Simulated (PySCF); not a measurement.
Gas-phase reaction: 4 CH3SiH2 = i-Si4H10 + 2 H + C4H8 (cyclic). Level: ωB97M-V/def2-TZVP†; standard pressure 1 bar.

Computed with PySCF and rigid-rotor harmonic-oscillator thermochemistry at 1 bar. † marks an energy on the PBE0/def2-TZVP geometry and frequencies. Open shells (unrestricted): CH3SiH2 (multiplicity 2), H (multiplicity 2); the rest are closed-shell singlets. CH3SiH2: computed as isolated molecules; such fragments, hydroxides, amides, oligomers or adducts are transient or little studied in the gas. The harmonic model lacks anharmonicity and excited electronic states, which grow with temperature; levels with a mode under 35 cm⁻¹ are left out. Internal rotation in CH3SiH2, i-Si4H10 is treated as a harmonic vibration of one conformer, which makes the entropy rough.

| T (K) | 1000/T (1/K) | log10 K |
|---|---|---|
| 800 | 1.2500 | -10.12 |
| 1000 | 1.0000 | -9.53 |
| 1200 | 0.8333 | ? |
| 1400 | 0.7143 | -8.69 |
| 1600 | 0.6250 | -8.38 |
| 1800 | 0.5556 | -8.11 |

Problem. Fit log10 K = a + b·(1000/T) to the five rows, get the mean ΔH° and ΔS°, and predict log10 K at 1200 K.

Solution. Means: 1000/T = 0.8290, log10 K = -8.966. Sums of products about the means: Sxy = -0.96751, Sxx = 0.336002, so b = Sxy/Sxx = -2.88 and a = -8.966 − (-2.88)×0.8290 = -6.58.
ΔH° = −R ln 10 × 1000 K × b = −19.145 × (-2.88) = 55 kJ; ΔS° = R ln 10 × a = -126 J/K. The run's own values go from 42 kJ and -142 J/K at 800 K to 78 kJ and -112 J/K at 1800 K.
Prediction at 1200 K: -6.58 + (-2.88)×0.8333 = -8.98. The computed value is -9.07, 0.09 from the line.
For scale, ΔH°(298 K) is 26 kJ at this level, 6 kJ at ωB97X-V/def2-TZVP†, and runs from -4 to 124 kJ over the 17 levels computed.
